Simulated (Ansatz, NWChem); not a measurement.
**Ansatz → NWChem**

Ansatz 0.2.0 runs this on SiH3F (SMILES F[SiH3]):

input.yaml:
```yaml
crystal:
  periodic: [false, false, false]
  atoms:
    - {symbol: F, position_ang: [-1.274600, 0.162800, 0.858000]}
    - {symbol: Si, position_ang: [0.043300, -0.019300, -0.030700]}
    - {symbol: H, position_ang: [-0.367800, -0.192600, -1.443700]}
    - {symbol: H, position_ang: [0.768600, -1.217900, 0.451600]}
    - {symbol: H, position_ang: [0.880500, 1.193400, 0.123400]}
basis:
  gaussian: {orbitals: def2-SVP}
hamiltonian: {xc: pbe0}
accuracy: high
output: {forces: true, orbitals: {seedname: orbitals}}
```

```bash
$ ansatz run input.yaml --threads 1 --pin off --max-ram 2610MiB --events-out events.jsonl --progress --plain --runs-dir runs
```

The coordinates come from a PBE0-D4/def2-TZVP relaxation.

It gives a total energy of -390.781662 Eh.

Q: How is this level of theory, on these atoms, set up in NWChem 7.3.0 as an input file of the program's own?

A: This input was run:

mymol.nw:
```
start mymol
title "FH3Si gradient"
memory total 2200 mb

geometry units atomic noautosym nocenter noautoz
 F  -2.40864492  0.30764741  1.62138501
 Si  0.08182514 -0.03647171 -0.05801459
 H  -0.69504127 -0.36396125 -2.72819761
 H   1.45244350 -2.30149745  0.85340032
 H   1.66390385  2.25519916  0.23319220
end

basis spherical bse
 * library def2-SVP
end

dft
 xc pbe0
 grid xfine
 convergence energy 1e-08
 iterations 100
 mulliken
 noprint "final vectors analysis"
end

task dft gradient
```

```bash
$ nwchem mymol.nw > mymol.out
```

Its energy is -390.781662 Eh, 0.000 mEh from the first.
